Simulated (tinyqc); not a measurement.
Worked calculation (part 2 of 2): CIS and TDHF on RHF in the sto-3g basis, for H2O, spin multiplicity 1. Computed by tinyqc, a small Python program that keeps every step (integrals from PySCF). Command: `OMP_NUM_THREADS=1 python tinyqc.py 26831 26832 out.jsonl` (the two numbers bound the seeds that draw the settings). One thread of a shared host (Intel(R) Xeon(R) Processor @ 2.60GHz), about 0.09 s of CPU time with the checks.

Geometry (angstrom):
```
atom       x        y       z
O     0.0000   0.0000  0.0000
H     0.0000   0.7360  0.6660
H     0.0000  -0.7360  0.6660
```

## TDHF (RPA) triplet states

CIS matrix A, triplet (hartree), lower triangle:
```
         1>6      1>7      2>6      2>7      3>6      3>7     4>6     4>7
1>6  20.0247
1>7   0.0000  20.0890
2>6   0.0072   0.0000   1.2261
2>7   0.0000   0.0087   0.0000   1.3215
3>6   0.0000  -0.0085   0.0000  -0.0921   0.5975
3>7  -0.0085   0.0000  -0.0921   0.0000   0.0000   0.6585
4>6  -0.0204   0.0000  -0.0533   0.0000   0.0000  -0.0512  0.4988
4>7   0.0000  -0.0044   0.0000   0.0114  -0.0512   0.0000  0.0000  0.5527
5>6   0.0000   0.0000   0.0000   0.0000   0.0000   0.0000  0.0000  0.0000
5>7   0.0000   0.0000   0.0000   0.0000   0.0000   0.0000  0.0000  0.0000

        5>6     5>7
5>6  0.3849
5>7  0.0000  0.4586
```

Two-electron integrals over orbitals (pq|rs), unique and non-zero (hartree):
```
(11|11) 4.7452     (21|11) -0.4180    (21|21) 0.0585     (22|11) 1.0060
(22|21) -0.0132    (22|22) 0.7282     (31|31) 0.0113     (32|31) 0.0179
(32|32) 0.1405     (33|11) 0.7989     (33|21) -0.0045    (33|22) 0.6426
(33|33) 0.6274     (41|11) 0.1892     (41|21) -0.0236    (41|22) 0.0158
(41|33) 0.0066     (41|41) 0.0271     (42|11) -0.1412    (42|21) 0.0093
(42|22) -0.0022    (42|33) 0.0052     (42|41) 0.0174     (42|42) 0.1249
(43|31) -0.0037    (43|32) 0.0201     (43|43) 0.0504     (44|11) 0.9725
(44|21) -0.0130    (44|22) 0.6662     (44|33) 0.5913     (44|41) -0.0101
(44|42) -0.1011    (44|44) 0.7517     (51|51) 0.0260     (52|51) 0.0325
(52|52) 0.1450     (53|53) 0.0286     (54|51) -0.0138    (54|52) -0.0488
(54|54) 0.0551     (55|11) 1.1153     (55|21) -0.0117    (55|22) 0.7478
(55|33) 0.6264     (55|41) 0.0053     (55|42) -0.0758    (55|44) 0.7143
(55|55) 0.8802     (61|11) -0.2216    (61|21) 0.0337     (61|22) 1.40e-04
(61|33) 0.0007     (61|41) 3.02e-04   (61|42) 0.0210     (61|44) -0.0190
(61|55) -0.0058    (61|61) 0.0304     (62|11) 0.2978     (62|21) -0.0061
(62|22) 0.1424     (62|33) 0.0780     (62|41) 0.0189     (62|42) 0.0218
(62|44) 0.0763     (62|55) 0.1542     (62|61) 0.0090     (62|62) 0.1018
(63|31) 0.0035     (63|32) -0.0329    (63|43) -0.0292    (63|63) 0.0660
(64|11) 0.2392     (64|21) -0.0029    (64|22) 0.1020     (64|33) 0.0469
(64|41) 0.0006     (64|42) -0.0460    (64|44) 0.1289     (64|55) 0.1287
(64|61) -0.0021    (64|62) 0.0588     (64|64) 0.0815     (65|51) 0.0146
(65|52) 0.0557     (65|54) 3.15e-04   (65|65) 0.0374     (66|11) 0.8163
(66|21) -0.0072    (66|22) 0.6188     (66|33) 0.5714     (66|41) 0.0204
(66|42) 0.0533     (66|44) 0.5549     (66|55) 0.5947     (66|61) 0.0094
(66|62) 0.1012     (66|64) 0.0477     (66|66) 0.6028     (71|31) 0.0150
(71|32) 0.0222     (71|43) -0.0051    (71|63) 0.0040     (71|71) 0.0199
(72|31) 0.0140     (72|32) 0.0418     (72|43) -0.0362    (72|63) 0.0349
(72|71) 0.0177     (72|72) 0.0625     (73|11) 0.3610     (73|21) -0.0074
(73|22) 0.1389     (73|33) 0.0895     (73|41) -0.0007    (73|42) -0.0824
(73|44) 0.1496     (73|55) 0.1909     (73|61) -0.0069    (73|62) 0.0738
(73|64) 0.0891     (73|66) 0.0402     (73|73) 0.1570     (74|31) -0.0098
(74|32) -0.0791    (74|43) -0.0026    (74|63) 0.0455     (74|71) -0.0128
(74|72) -0.0154    (74|74) 0.0726     (75|53) 0.0236     (75|75) 0.0238
(76|31) 0.0085     (76|32) 0.0921     (76|43) 0.0512     (76|63) -0.0584
(76|71) 0.0107     (76|72) -0.0115    (76|74) -0.0597    (76|76) 0.1106
(77|11) 0.8459     (77|21) -0.0087    (77|22) 0.6174     (77|33) 0.6044
(77|41) 0.0044     (77|42) -0.0114    (77|44) 0.5950     (77|55) 0.6149
(77|61) -0.0041    (77|62) 0.0654     (77|64) 0.0415     (77|66) 0.5666
(77|73) 0.0845     (77|77) 0.6100
```

B(ia,jb) = - (ib|ja); the squared energies are the eigenvalues of (A - B)(A + B); 1 hartree = 27.211386 eV.

TDHF matrix B, triplet (hartree), lower triangle:
```
         1>6      1>7      2>6      2>7      3>6      3>7      4>6      4>7
1>6  -0.0304
1>7   0.0000  -0.0199
2>6  -0.0090   0.0000  -0.1018
2>7   0.0000  -0.0177   0.0000  -0.0625
3>6   0.0000   0.0069   0.0000  -0.0738  -0.0660
3>7  -0.0040   0.0000  -0.0349   0.0000   0.0000  -0.1570
4>6   0.0021   0.0000  -0.0588   0.0000   0.0000  -0.0455  -0.0815
4>7   0.0000   0.0128   0.0000   0.0154  -0.0891   0.0000   0.0000  -0.0726
5>6   0.0000   0.0000   0.0000   0.0000   0.0000   0.0000   0.0000   0.0000
5>7   0.0000   0.0000   0.0000   0.0000   0.0000   0.0000   0.0000   0.0000

         5>6      5>7
5>6  -0.0374
5>7   0.0000  -0.0238
```

squared energies w^2 (hartree^2): 0.1467  0.2021  0.2098  0.2409  0.3815  0.4222  1.5341  1.7679  400.9882  403.5688

TDHF energies from the positive w^2 (eV): 10.4227  12.2331  12.4635  13.3548  16.8077  17.6821  33.7041  36.1809  544.8996  546.6501
